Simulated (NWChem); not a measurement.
# C2H4F2 (1,1-difluoroethane): levels of theory compared

Aim: a comparison of 4 runs (HF/STO-3G, HF/3-21G, B3LYP/6-31G*) of C2H4F2 (1,1-difluoroethane). 

The calculation is run with NWChem 7.3.0.

69 further runs of the same task are left out: 69 set aside as unsound or not needed.

### 1 The molecule

The species is C2H4F2 (8 atoms), meant as a singlet with charge 0. As SMILES, `CC(F)F`. The C2–H8 distance was set to 1.643 Å, away from the relaxed value. At this shape a bond of the SMILES string is far longer than usual.

Bond lengths: C1–C2 1.497 Å, C2–F3 1.361 Å, C2–F4 1.361 Å, C1–H5 1.091 Å, C1–H6 1.091 Å, C1–H7 1.090 Å. Angles: C1–C2–F3 110.3°, C1–C2–F4 110.3°, F3–C2–F4 107.0°, C2–C1–H5 109.4°, C2–C1–H6 109.9°, C2–C1–H7 109.9°, H5–C1–H6 109.3°, H5–C1–H7 109.3°, H6–C1–H7 109.1°. A long bond or contact: C2–H8 1.643 Å.

### 2 The energy at HF/STO-3G (run 1)

File c2h4f2.nw:

```
START c2h4f2
memory 2200 mb

GEOMETRY units au noautosym nocenter noautoz
  C      0.90765247     1.86455875    -0.27502318
  C      0.80315061    -0.96209359    -0.33454955
  F      2.65035790    -1.95457775     1.15323182
  F      1.21926830    -1.81984027    -2.72259646
  H      2.75599359     2.49629420    -0.93397068
  H      0.60435142     2.53578947     1.64966288
  H     -0.55556247     2.64501564    -1.49824290
  H     -1.90125345    -2.14748477     0.62266476
END

BASIS "ao basis" spherical bse
  C library STO-3G
  F library STO-3G
  H library STO-3G
END

SCF
  thresh 1e-08
  maxiter 80
  noprint "final vectors analysis"
END

TASK scf energy
```

On the command line:

```sh
$ nwchem c2h4f2.nw > c2h4f2.out
```

What it wrote:

```text
[...]
  functions       =    24
[...]
  wavefunction    = RHF
[...]
         Total SCF energy =   -273.105961581818
      One-electron energy =   -640.172489977067
      Two-electron energy =    236.515173335054
 Nuclear repulsion energy =    130.551355060195
        Time for solution =      0.6s
[...]
```

It took 1.1 s on 1 thread of AMD EPYC 9B45 (Zen 5), shared host; peak memory 0.099 GiB.

### 3 The energy at HF/3-21G (run 2)

File nw.xyz:

```xyz
8

C      0.480309     0.986682    -0.145536
C      0.425009    -0.509118    -0.177036
F      1.402509    -1.034318     0.610264
F      0.645209    -0.963018    -1.440736
H      1.458409     1.320982    -0.494236
H      0.319809     1.341882     0.872964
H     -0.293991     1.399682    -0.792836
H     -1.006100    -1.136400     0.329500
```

File nw.nw:

```
start nw
memory 2200 mb

geometry units angstroms noautosym nocenter noautoz
  load format xyz nw.xyz
end

basis spherical bse
  * library 3-21G
end

scf
  singlet
  rhf
  thresh 1e-08
  maxiter 80
end

task scf energy
```

On the command line:

```sh
$ nwchem nw.nw > nw.out
```

What it wrote:

```text
[...]
  functions       =    44
[...]
  wavefunction    = RHF
[...]
         Total SCF energy =   -275.356709765312
      One-electron energy =   -640.299003856493
      Two-electron energy =    234.390929613501
 Nuclear repulsion energy =    130.551364477680
        Time for solution =      0.7s
[...]
```

It took 1.2 s on 1 thread of AMD EPYC 9B45 (Zen 5), shared host; peak memory 0.099 GiB.

Run 3 isn't shown in full; the table further down has it.

### 4 The energy at B3LYP/6-31G(d) (spherical functions) (run 4)

File run.py:

```python
from ase import Atoms
from ase.calculators.nwchem import NWChem

system = Atoms(['C', 'C', 'F', 'F', 'H', 'H', 'H', 'H'], positions=[
    [0.480309, 0.986682, -0.145536],
    [0.425009, -0.509118, -0.177036],
    [1.402509, -1.034318, 0.610264],
    [0.645209, -0.963018, -1.440736],
    [1.458409, 1.320982, -0.494236],
    [0.319809, 1.341882, 0.872964],
    [-0.293991, 1.399682, -0.792836],
    [-1.006100, -1.136400, 0.329500],
])

calc = NWChem(
    label='nw',
    theory='dft',
    memory='2200 mb',
    basis='6-31G*',
    basispar='spherical bse',
    dft={'xc': 'b3lyp', 'mult': '1', 'grid': 'xfine', 'convergence': 'energy 1e-08', 'iterations': '100', 'mulliken': None},
    task='energy',
)
system.calc = calc

print("Total energy (eV):", round(system.get_potential_energy(), 6))
print("dipole (e A):", system.get_dipole_moment().round(4))
```

On the command line:

```sh
$ export ASE_NWCHEM_COMMAND="nwchem PREFIX.nwi > PREFIX.nwo"
$ python run.py
```

What it wrote:

```text
Total energy (eV): -7570.96284
dipole (e A): [-0.0953  0.3697  0.0481]
```

The calculator wrote nw.nwi:

```
title "nw"

permanent_dir nw

scratch_dir nw

start nw

geometry units angstrom nocenter noautosym noautoz
  C  4.8030899999999999e-01 9.8668199999999995e-01 -1.4553600000000000e-01
  C  4.2500900000000003e-01 -5.0911799999999996e-01 -1.7703600000000000e-01
  F  1.4025090000000000e+00 -1.0343180000000001e+00 6.1026400000000003e-01
  F  6.4520900000000003e-01 -9.6301800000000004e-01 -1.4407360000000000e+00
  H  1.4584090000000001e+00 1.3209820000000001e+00 -4.9423600000000001e-01
  H  3.1980900000000001e-01 1.3418820000000000e+00 8.7296399999999996e-01
  H  -2.9399100000000000e-01 1.3996820000000001e+00 -7.9283599999999999e-01
  H  -1.0061000000000000e+00 -1.1364000000000001e+00 3.2950000000000002e-01
end

memory 2200 mb

basis spherical bse noprint
   * library 6-31G*
end

dft
  xc b3lyp
  mult 1
  grid xfine
  convergence energy 1e-08
  iterations 100
  mulliken
end

task dft energy
```

nw.nwo:

```text
Northwest Computational Chemistry Package (NWChem) 7.3.0
             --------------------------------------------------------

           Job information
           ---------------

    nwchem branch   = 7.3.0
    use scalapack   = T
    input           = nw.nwi
    prefix          = nw.
    data base       = nw/nw.db
    status          = startup
    nproc           =        1

           Memory information
           ------------------

[... 5 lines left out ...]
    hardfail = no
[... 120 lines left out ...]
          Convergence on energy requested:  1.00D-08
[... 26 lines left out ...]
          Convergence Information
[... 30 lines left out ...]
 1-e energy   =    -641.051198
[... 51 lines left out ...]
      One electron energy =     -642.789916522188
[... 8 lines left out ...]
                       DFT Final Molecular Orbital Analysis
[... 486 lines left out ...]
     Multipole analysis of the density
     ---------------------------------

     L   x y z        total         alpha         beta         nuclear
     -   - - -        -----         -----         ----         -------
     0   0 0 0     -0.000000    -17.000000    -17.000000     34.000000

     1   1 0 0     -0.180007    -23.087493    -23.087493     45.994980
[... 8 lines of this table left out ...]
     2   0 0 2    -18.100833    -52.067298    -52.067298     86.033763

 Task  times  cpu:       11.4s     wall:       11.4s
 Total times  cpu:       11.5s     wall:       11.5s
```

It took 12 s on 1 thread of AMD EPYC 9B45 (Zen 5), shared host; peak memory 0.14 GiB.

### 5 The series

```csv
run,level,Cartesian functions,iteration cap,energy (Eh),dipole moment (D),wall time
1,HF/STO-3G,no,80,-273.105962,1.38,1.1 s
2,HF/3-21G,no,80,-275.356710,2.47,1.2 s
3,B3LYP/6-31G* (Cartesian functions),yes,100,-278.231241,–,13 s
4,B3LYP/6-31G* (spherical functions),no,100,-278.227755,1.85,12 s
```

### 6 Outcome

| quantity | value |
| --- | --- |
| run 4: total energy | -278.22775 Eh |
| run 4: dipole moment | 1.85 D |
| run 4: HOMO energy | -8.14 eV |
| run 4: LUMO energy | -0.32 eV |
| run 4: HOMO–LUMO gap | 7.82 eV |

In words: Over runs 1, 2, 4 the dipole moment (its size) runs from 1.38 D (HF/STO-3G) to 2.47 D (HF/3-21G). In run 1 the basis is minimal, so the values are rough. All runs together took 28 s, the longest 13 s.
